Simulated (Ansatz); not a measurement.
N2, triplet: up the ladder of correlation methods

Computed with Ansatz's Gaussian-basis code (development build); BCCD, MP3, OMP3 by scripts on PySCF. Settings: cc-pVTZ; 2 core orbitals frozen; no relativity. Perturbation and coupled-cluster methods stand on the Hartree–Fock determinant that coupled cluster favours; RHF here means ROHF, with semicanonical perturbation theory. 

Correlation energy of CCSD(T), then each method's total less that of CCSD(T), in eV:

| case | E corr CCSD(T) | MP2 | MP3 | UOMP3 | CCSD | BCCD | BCCD(T) | determinant |
| --- | --- | --- | --- | --- | --- | --- | --- | --- |
| 1.290 Å RHF | -9.903 | +1.133 | +0.679 | +0.606 | +0.514 | +0.532 | -0.003 | T1 = 0.019 |
| 1.290 Å UHF | -9.443 | +1.868 | +1.240 | +0.573 | +0.509 | +0.501 | -0.024 | T1 = 0.075, ⟨S²⟩ = 2.358 |

**Question.** How far does CCSDT lie from CCSD(T) in each case, and where is CCSD(T) within 1 kcal/mol (0.043 eV)?

**Answer.** 1.290 Å RHF: -0.343 eV (outside); 1.290 Å UHF: -0.367 eV (outside, spin-contaminated determinant).

**Question.** Which method comes nearest to CCSDT in total energy for 1.290 Å UHF?

**Answer.** BCCD(T), 0.343 eV away; next CCSD(T) (0.367 eV), last MP2 (2.235 eV).

Several Brueckner solutions were met.
